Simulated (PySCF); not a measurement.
# Nitrogen: a sound run and one with changed settings

Sound run: N [He] 2s2 2p3, N+ [He] 2s2 2p2. All numbers are calculated (PySCF 2.14, scalar relativity by spin-free X2C-1e, in aug-cc-pVDZ-DK (4s3p2d, 23 functions)). In the sound run the correlated levels freeze 1s2. The sound run starts from symmetry-adapted Hartree-Fock orbitals and uses a fine grid where one is needed.

Changed run: all electrons correlated in a basis built for the valence shell.

| species | method | sound run (hartree) | changed run (hartree) | converged |
| --- | --- | --- | --- | --- |
| N | MP2 | -54.49735 | -54.49904 | yes |
| N | CCSD(T) | -54.51616 | -54.51770 | yes |
| N+ | MP2 | -53.96554 | -53.96715 | yes |
| N+ | CCSD(T) | -53.98878 | -53.99021 | yes |

Ionisation energy of N:

```tsv
method	sound run (eV)	changed run (eV)
UHF	13.922	13.922
MP2	14.471	14.474
SCS-MP2	14.253	14.253
CCSD	14.340	14.343
CCSD(T)	14.350	14.354
```

A valence basis has no tight correlating functions, so it recovers only part of the core correlation, and not evenly between atom and ion.

For comparison, NIST gives 14.534 eV between the lowest levels.
